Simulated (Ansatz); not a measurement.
For zinc-blende CdTe, LDA in Ansatz (PAW) gives:

| Item | Result |
|---|---|
| equilibrium lattice constant a | 6.409 Å |
| bulk modulus B0 | 46.2 GPa |
| cohesive energy | 2.77 eV/atom |
| band gap at the measured cell | 0.51 eV |
| enthalpy of formation | -0.363 eV/atom |

Q: What does HSE06 in Ansatz (plane waves, PAW) give for the same quantities?

A: 
- lattice constant a: 6.563 Å (grows by 2.4 %)
- bulk modulus: 39.6 GPa (shrinks by 14 %)
- cohesive energy: 2.12 eV/atom (falls by 0.65 eV/atom)
- band gap at the measured cell: 1.63 eV (increases by 1.12 eV)
- formation enthalpy: -0.590 eV/atom (moves by -0.227 eV/atom)

For comparison: lattice constant a 6.48 Å (measured, room temperature, no zero-point or thermal correction; as tabulated in Lucero et al. (2012), arXiv:1111.4515); bulk modulus 43.7 GPa (measured, room temperature, no zero-point or thermal correction, sources range from 42.0 to 43.7; as tabulated in Elmahjoubi et al. (2023), arXiv:2303.01780); band gap 1.63 eV (measured, zero-point renormalisation of 16 meV (experimental, the table's column) added back, direct; as tabulated in Miglio et al. (2020), arXiv:2011.12765); formation enthalpy -0.520 eV/atom (measured, 298 K, no zero-point or thermal correction, sources range from -0.522 to -0.479; as tabulated in Brebrick, High temperature thermodynamic data for CdTe(c), J. Phase Equilib. …).

Changes are worked out from the printed values.

Unless a cell is named, each level is at its own relaxed cell (LDA 32.90, HSE06 35.34 Å³/atom).

Levels without +SOC leave out spin–orbit coupling, which shifts energies and cells of such heavy elements.

Levels without +SOC have no spin–orbit coupling; where heavier elements are present it shifts gaps, mostly down, and can invert bands. Density-functional gaps are differences of (generalised) Kohn–Sham levels.

Caveats: hybrids on metals are sensitive to the k mesh and can open a false gap (HSE06). Ansatz's density-functional and Hartree–Fock values are scalar-relativistic unless marked +SOC, with PAW data made under PBE.

Ansatz is a quantum-chemistry and plane-wave program.
